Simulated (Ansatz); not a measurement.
## Errors in the dipole moment

8 molecules holding an element from Na to Cl; the dipole moment in D, computed less measured. Shapes, held fixed at every level: PBE0-D4/def2-TZVP. No vibrational averaging. Dipoles are compared by magnitude; molecules under 1 D, whose direction can flip, are left out. Programs: Ansatz 0.2.0. Measured values: NIST CCCBDB.

Levels: A = PBE-D4/def2-TZVPP; B = B3LYP-D4/def2-TZVPP; C = wB97M-V/def2-TZVPP.

```csv
molecule,measured,A,B,C
HCl (hydrogen chloride),1.08,+0.09,+0.11,+0.11
HBS (hydrogen boron sulfide),1.30,-0.10,+0.07,+0.13
SF2 (sulfur difluoride),1.05,-0.15,+0.07,+0.10
C2H3Cl (SMILES C=CCl),1.45,-0.19,-0.10,-0.07
C2H4Cl2 (SMILES CC(Cl)Cl),2.06,-0.10,-0.04,-0.04
C2H6S (dimethyl sulfide),1.50,+0.01,+0.02,+0.01
C2H6OS (dimethyl sulfoxide),3.96,-0.27,-0.03,+0.03
C3H6S (thietane),1.85,-0.01,+0.03,+0.02
```

Question: Sum up the errors.

Answer: 
```csv
level,kind,mean error,mean absolute error,worst case
PBE-D4/def2-TZVPP,GGA,-0.090,0.115,C2H6OS
B3LYP-D4/def2-TZVPP,global hybrid,+0.016,0.059,HCl
wB97M-V/def2-TZVPP,range-separated hybrid,+0.036,0.064,HBS
```

On this set B3LYP-D4/def2-TZVPP has the smallest mean absolute error and PBE-D4/def2-TZVPP the largest. PBE-D4/def2-TZVPP is too low in 6 of 8; wB97M-V/def2-TZVPP is too high in 6 of 8. The tabulated value of HCl is in doubt (older tables, estimates, or at odds with other calculations) and kept here. Over the 7 molecules whose values aren't doubted the mean absolute errors are A 0.119; B 0.051; C 0.057. The smallest two are near a tie. The set is small.
